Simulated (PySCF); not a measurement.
Species: C3H4FNO.
SMILES: `O=CN/C=C\F`

Computed, not measured: MP2 and CCSD/aug-cc-pVDZ in PySCF, restricted Hartree–Fock reference, frozen core, non-relativistic, gas phase, PBE0-D3(BJ)/def2-SVP geometry.

E(HF) = -344.70979 Eh.

Task: How large is the problem?

Result: 174 basis functions and 46 electrons; 6 orbitals frozen, which leaves o = 17 correlated occupied and v = 151 virtual orbitals. That is o·v = 2567 singles and o·v(o·v + 1)/2 = 3296028 distinct closed-shell doubles amplitudes before symmetry; the costliest CCSD step grows as o²v⁴ = 1.5 × 10^11.

Task: What are the MP2 and CCSD correlation energies?

Result: MP2 -0.9716 Eh and CCSD -1.0014 Eh, which gives totals of -345.68143 and -345.71123 Eh. That is 0.801 eV for each correlated electron at CCSD (2629 kJ/mol in all, 0.290 % of the total energy); MP2 gives 97.0 % of the CCSD value.

Task: What is the T1 diagnostic?

Result: 0.0160, below the customary warning level of 0.02. It is the norm of the spatial-orbital singles amplitudes over the root of the number of correlated electrons, so the norm is 0.093.

Task: How does correlation change the dipole moment?

Result: HF gives 2.23 D and CCSD (unrelaxed density) 2.12 D, a change of -0.11 D; the two vectors are 7° apart.

No triples correction and no basis-set extrapolation were made.

The job also held the EOM ionisation roots. Hardware: Arm Neoverse V2, one thread (shared host). Cost: 12 min.

Shape of the structure used: `[O:1]=[CH:2][NH:3]/[CH:4]=[CH:5]\[F:6]`: O1–C2–N3–C4 0°, C2–N3–C4–C5 180°.

One conformer stands for the species.
